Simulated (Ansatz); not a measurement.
## AsO: from a trial structure to a relaxed crystal

Level of theory: DFT PBE, scalar-relativistic, plane waves, PAW in Ansatz 0.2.0. Cutoff 420 eV, Γ-centred k mesh, Gaussian smearing, no spin polarisation in the final step.

AsO was placed on the sites of a reported TlF cell (Pbcm, No. 57), with As in place of Tl, O in place of F, at a guessed volume.

```xyz
8
Lattice="5.3717 0.0000 0.0000 0.0000 4.8368 0.0000 0.0000 0.0000 4.5675" Properties=species:S:1:pos:R:3 pbc="T T T"
As    1.3698    0.0464    1.1419
As    4.0019    4.7904    3.4256
As    1.3698    2.3720    3.4256
As    4.0019    2.4648    1.1419
O     4.6159    0.3038    1.1419
O     0.7558    4.5331    3.4256
O     4.6159    2.1147    3.4256
O     0.7558    2.7222    1.1419
```

Steps on the 4×4×4 mesh (8 atoms). 12 of 27 steps are shown, and the free energy counts from the last. Trial steps that were taken back and renewals of the plane-wave basis can be among the rows.

| step | ΔF (meV/atom) | V (Å³/atom) | P (GPa) | largest force component (eV/Å) |
| --- | --- | --- | --- | --- |
| 1 | 618.5 | 14.83 | -9.69 | 1.651 |
| 3 | 530.8 | 14.55 | -0.92 | 0.434 |
| 6 | 461.7 | 13.35 | 2.32 | 0.354 |
| 8 | 424.7 | 15.06 | -3.82 | 0.870 |
| 10 | 358.9 | 15.54 | -1.41 | 0.543 |
| 13 | 203.4 | 16.14 | 1.71 | 1.057 |
| 15 | 125.8 | 16.38 | 7.91 | 0.984 |
| 18 | 83.1 | 16.34 | 0.85 | 0.379 |
| 20 | 28.3 | 16.52 | 3.18 | 0.011 |
| 22 | 8.0 | 17.81 | 0.56 | 0.043 |
| 25 | 0.4 | 18.33 | 0.13 | 0.036 |
| 27 | 0.0 | 18.64 | 0.16 | 0.030 |

A final relaxation ran on a 8×8×6 mesh. The relaxed crystal, Pbcm (No. 57):

```cif
data_structure
_symmetry_space_group_name_H-M 'Pbcm'
_symmetry_Int_Tables_number 57
_cell_length_a 5.4108
_cell_length_b 4.7125
_cell_length_c 5.8495
_cell_angle_alpha 90.000
_cell_angle_beta 90.000
_cell_angle_gamma 90.000
_cell_volume 149.15
loop_
_atom_site_label
_atom_site_type_symbol
_atom_site_symmetry_multiplicity
_atom_site_Wyckoff_symbol
_atom_site_fract_x
_atom_site_fract_y
_atom_site_fract_z
_atom_site_occupancy
As1 As 4 d 0.20192 0.24679 0.25000 1
O1 O 4 d 0.88145 0.12219 0.25000 1
```

```yaml
Volume_per_atom: 18.6 Å³
Density: 4.0 g/cm³
Energy_over_the_elements: -0.75 eV/atom
Gap_on_the_8×8×6_mesh: 0 eV (a metal)
```

The zero of energy is the elements' standard structures at the same level (O₂ as a molecule); no fitted shifts are applied.

The final run used a 8×8×6 mesh on its 8-atom cell and 0.10 eV smearing. The k mesh leaves about 4 meV/atom of noise in metals. Weakly bound directions are ill-defined at this level, which has no dispersion term.

Symmetry constrained the relaxation, so the result can be a saddle point.

Cost: 3 runs of about 11 core-minutes in all, on Arm Neoverse V1 (shared hosts).